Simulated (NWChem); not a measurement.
**CS in NWChem**

```xyz
2

C      0.0000     0.0000     1.1192
S      0.0000     0.0000    -0.4197
```
Charge 0, spin multiplicity 1.

All runs are NWChem calculations. Structure: optimised with B3LYP/def2-SVP, a minimum by its harmonic frequencies.

The correlated methods keep 6 core orbitals frozen. The structure started from a generated list of species. The stability of the SCF solutions was not checked. Open-shell Hartree-Fock references start from PBE0 orbitals.

Worked example. At CCSD(T)/def2-TZVP the parent has a total energy of -435.68748 Ha and the doublet with one electron less, at the same geometry, -435.27522 Ha. The vertical ionisation energy is their difference.

ΔE = -435.27522 − (-435.68748) = 0.41226 Ha. Times 27.2114 eV/Ha this is 11.22 eV, or 1082 kJ/mol; λ = 1239.84/11.22 = 110.5 nm. No relaxation of the ion's geometry and no zero-point term enter.
